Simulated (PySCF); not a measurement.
## GaAlCl⁺, singlet in cc-pVDZ: errors against RCCSDT(Q)

Geometry: that of the GaAlCl, doublet, kept fixed.

```xyz
3

Cl    0.0000    0.0000   -2.3164
Al    0.0000    0.0000   -0.1898
Ga    0.0000    0.0000    2.5062
```

Basis cc-pVDZ; PySCF 2.14.0. Only valence electrons are correlated (noble-gas cores and the filled d shells of p-block atoms frozen), which leaves 12 electrons in 39 orbitals. Prefix R: restricted or restricted open-shell reference. No spin–orbit coupling is included, and no scalar relativity.

Full CI isn't at hand for all of this; RCCSDT(Q) serves as the reference, and is uncertain by the last step of the cluster series or more.

```
T1 diagnostic (ROHF- or RHF-based CCSD)             : 0.0161
largest doubles amplitude (ROHF- or RHF-based CCSD) : 0.086
```

| level | E − E(RHF) (eV) |
| --- | --- |
| RMP2 | -5.7137 |
| RCCSD | -6.6342 |
| RCCSD(T) | -6.8117 |

**Question.** Estimate how far RCCSDT(Q) in cc-pVDZ lies from RCCSD(T). The table doesn't fix it; the size of (T) and the diagnostics are the guide.

**Answer.** RCCSDT(Q) in cc-pVDZ lies 41 meV below RCCSD(T), which is 23 % of the (T) step (-177 meV). The diagnostics are small and one determinant leads, so the series closes fast and only a small part of (T) is left.

The other levels:

```csv
level,E − E(RCCSDT(Q)) (meV),share of correlation (%),wall time
RCCSDT,16,99.76,–
```

The correlation energy at RCCSDT(Q), counted from RHF, is -6.853 eV. That run took 2.4 min on 1 thread of Arm Neoverse V1, shared host.

Times are those of the correlated step on a shared host, with one SCF added for the restricted CCSD run; they ran on 1 thread of Arm Neoverse V1.
